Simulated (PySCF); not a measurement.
## Frontier levels across methods

Compound: C4H10O.
Cartesian coordinates in Å at the PBE0-D3(BJ)/def2-SVP level; atoms count from 1:
```xyz
15
C4H10O angstrom
C      0.2515    1.4233   -0.3985
C      0.1579   -0.0969   -0.4022
C      1.4527   -0.7490    0.0633
C     -1.0145   -0.5776    0.4383
O     -2.2047   -0.0486   -0.0839
H      1.0383    1.7765   -1.0829
H      0.4937    1.7972    0.6112
H     -0.7043    1.8703   -0.7054
H     -0.0490   -0.4257   -1.4372
H      2.3001   -0.4383   -0.5665
H      1.3941   -1.8484    0.0264
H      1.6911   -0.4604    1.1010
H     -0.8518   -0.2601    1.4908
H     -1.0289   -1.6871    0.4366
H     -2.9262   -0.2751    0.5090
```

Basis pcSseg-1 throughout (PySCF), one geometry. Isolated species at its PBE0-D3(BJ)/def2-SVP geometry (one conformer only).

Problem. How do the orbital energies, the gap and the dipole change with the method?

Solution. 
| method | kind | HOMO (eV) | LUMO (eV) | gap (eV) | μ (D) | SCF cycles |
| --- | --- | --- | --- | --- | --- | --- |
| BLYP | GGA | -5.92 | 0.47 | 6.38 | 1.41 | 14 |
| OPBE | GGA | -5.96 | 0.73 | 6.69 | 1.40 | 14 |
| PBE | GGA | -6.00 | 0.53 | 6.53 | 1.41 | 14 |
| B97-D | GGA | -6.07 | 0.64 | 6.71 | 1.42 | 14 |
| LDA | LDA | -6.11 | 0.38 | 6.49 | 1.48 | 13 |
| BP86 | GGA | -6.13 | 0.62 | 6.75 | 1.43 | 13 |
| KT2 | GGA | -6.19 | 0.50 | 6.70 | 1.37 | 14 |
| KT3 | GGA | -6.20 | 0.36 | 6.56 | 1.35 | 14 |
| B3LYP | global hybrid | -7.46 | 1.04 | 8.50 | 1.48 | 12 |
| PBE0 | global hybrid | -7.72 | 1.43 | 9.15 | 1.49 | 12 |
| mPW1PW91 | global hybrid | -7.77 | 1.41 | 9.17 | 1.50 | 12 |
| HF | Hartree–Fock | -11.88 | 4.33 | 16.21 | 1.63 | 9 |

The HOMO spans 5.96 eV, from BLYP down to HF, and the gap runs from 6.38 eV (BLYP) to 16.21 eV (HF). Over the methods BLYP (0 %), OPBE (0 %), PBE (0 %), B97-D (0 %), LDA (0 %), BP86 (0 %), KT2 (0 %), KT3 (0 %), B3LYP (20 %), PBE0 (25 %), mPW1PW91 (25 %), HF (100 %), a straight line through the gap against the share of exact exchange rises by 0.96 eV for each 10 % (correlation coefficient 0.999). The dipole ranges from 1.35 D (KT3) to 1.63 D (HF). This basis has no diffuse functions.
